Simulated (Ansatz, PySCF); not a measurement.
Gas-phase enthalpy of formation at 298 K, by the atomisation route, of [C]#C (SMILES; C2H). Each molecule is optimised on its own at B3LYP-D3(BJ)/def2-TZVP (Ansatz, a first-principles code). Valence correlation only, unless marked. UHF or UKS for open shells. Spin-orbit coupling is left out. Non-relativistic. CBS marks a two-point X^-3 extrapolation of the correlation energy; Hartree-Fock from the larger set. Markedly spin-contaminated UHF reference, which strains HF, MP2 and, less, CCSD(T): [C]#C. High T1 diagnostic, so coupled cluster is less sure: [C]#C. Thermal terms are rigid-rotor harmonic-oscillator values from B3LYP-D3(BJ) frequencies (PySCF) at 298.15 K and 1 atm. 1 Eh = 627.5095 kcal/mol.

```csv
species,count,"E, CCSD(T)/CBS(def2-TZVPPD,def2-QZVPPD) (Ansatz) (Eh)","E, PBE/def2-TZVPD (Ansatz) (Eh)",measured ΔHf at 0 K (kcal/mol),H(298) - H(0) of the element (kcal/mol)
[C]#C,1,-76.49826,-76.53242,-,-
C atom,2,-37.78954,-37.79605,169.98,0.25
H atom,1,-0.49998,-0.49962,51.63,1.01
```

Molecule: zero-point energy 8.85, H(298) - H(0) 2.57 kcal/mol. The route leaves out scalar relativity and anharmonic zero-point terms, the atoms' spin-orbit terms, and in the frozen-core level the core correlation. Atomic data: G2/97 table in ASE.

**Question.** Work out De, D0 and ΔHf at 0 and 298 K at both levels, and their errors against the measured value.

**Answer.** 
The atoms' values sum to 391.59 (0 K) and 1.51 (thermal), in kcal/mol.
- CCSD(T)/CBS(def2-TZVPPD,def2-QZVPPD): De = 263.05; D0 = 263.05 - 8.85 = 254.20; ΔHf(0 K) = 391.59 - 254.20 = 137.39; ΔHf(298 K) = 137.39 + 2.57 - 1.51 = 138.45; error +3.3.
- PBE/def2-TZVPD: De = 276.54; D0 = 276.54 - 8.85 = 267.69; ΔHf(0 K) = 391.59 - 267.69 = 123.90; ΔHf(298 K) = 123.90 + 2.57 - 1.51 = 124.96; error -10.1.
Measured: 135.1 kcal/mol (G2/97 table in ASE (Curtiss et al.)). This is an older compilation, not checked against later work.
